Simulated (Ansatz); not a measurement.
# AlB (triplet): inputs that go wrong at distance B1–Al2 = 2.276 Å

3 inputs are run for AlB (triplet) as typed; the log has to tell whether the result can be used and what must change.

Program: Ansatz 0.2.0, Gaussian basis. Level of theory: the settings change from run to run. These are calculated values, not measurements.

13 further runs of the same task are left out: 1 for a known fault of the program, 1 for a mislabelled method, 9 that didn't finish, 2 set aside as unsound or not needed.

### Step 1. What is computed

The geometry derives from a PBE0/def2-TZVP stationary point (not a proven minimum). One bond is set to the value named and the two fragments are kept rigid.

2 atoms, charge 0, spin multiplicity 3.

Atoms are counted from 1 here; the program's logs count them from 0.

Bond lengths: B1–Al2 2.276 Å.

### Step 2. Attempt 1

The input, in.yaml:

```yaml
crystal:
  periodic: [false, false, false]
  atoms:
    - {symbol: B, position_ang: [0.000000, 0.000000, 0.000000]}
    - {symbol: Al, position_ang: [0.000000, 0.000000, 2.276000]}
basis:
  gaussian: {orbitals: "6-31G*"}
magnetization: {spin_polarized: false, initial_magnetization: 2}
hamiltonian: {xc: pbe0}
correlation: {method: sc_nevpt2, electrons: outside_noble_gas, active_space: {window: {electrons: 4, orbitals: 4}}}
```

The run is started by

```bash
$ ansatz run in.yaml --threads 1 --pin off --events-out ev --progress --plain --max-ram 2393MiB
```

The log of the run:

```text
Error: invalid value for `correlation.active_space`: it starts from restricted Hartree–Fock orbitals; set hamiltonian.xc: hf without magnetization.spin_polarized
```

Run time: 0.03 s. Hardware: 1 thread of Arm Neoverse N1, shared host.

**Diagnosis.** The run was refused. An active space is asked on a functional's orbitals. Cure: start from Hartree-Fock.

### Step 3. Attempt 2

The input, in.yaml:

```yaml
crystal:
  periodic: [false, false, false]
  atoms:
    - {symbol: B, position_ang: [0.000000, 0.000000, 0.000000]}
    - {symbol: Al, position_ang: [0.000000, 0.000000, 2.276000]}
basis:
  gaussian: {orbitals: cc-pVDZ}
magnetization: {spin_polarized: true, initial_magnetization: 3}
correlation: {method: ccsdt_q, electrons: valence}
accuracy: high
output: {forces: true}
```

Same command.

The log of the run:

```text
Error: a molecule whose nuclei and cores have a total charge of 18 cannot have a net charge of 0 together with 3 unpaired electrons
```

Wall time 0.03 s (1 thread of Arm Neoverse N1, shared host).

**Diagnosis.** The run was refused. The number of unpaired electrons doesn't fit the electron count. Fix: make charge and initial_magnetization agree.

### Step 4. Attempt 3

The input, in.yaml:

```yaml
crystal:
  periodic: [false, false, false]
  atoms:
    - {symbol: B, position_ang: [0.000000, 0.000000, 0.000000]}
    - {symbol: Al, position_ang: [0.000000, 0.000000, 2.276000]}
basis:
  gaussian: {orbitals: "6-31++G**"}
correlation: {method: sc_nevpt2, electrons: outside_noble_gas, active_space: {window: {electrons: 4, orbitals: 4}}}
scf: {lower_state_search: light}
magnetization: {spin_polarized: true, initial_magnetization: 2}
```

The command is unchanged.

The log of the run:

```text
Error: invalid value for `correlation.active_space`: it starts from restricted Hartree–Fock orbitals; set hamiltonian.xc: hf without magnetization.spin_polarized
```

Wall time 0.03 s (1 thread of Arm Neoverse N1, shared host).

Diagnosis: The run was refused. An active space is asked on unrestricted orbitals. Fix: drop spin_polarized: true.

### Step 5. How the runs ended

```
attempt                    level    ended                                                            cause    time
      1       NEVPT2(4,4)/6-31G*  refused              an active space is asked on a functional's orbitals  0.03 s
      2  CCSDT(Q) on UHF/cc-pVDZ  refused  the number of unpaired electrons doesn't fit the electron count  0.03 s
      3    NEVPT2(4,4)/6-31++G**  refused                an active space is asked on unrestricted orbitals  0.03 s
```

3 refused.
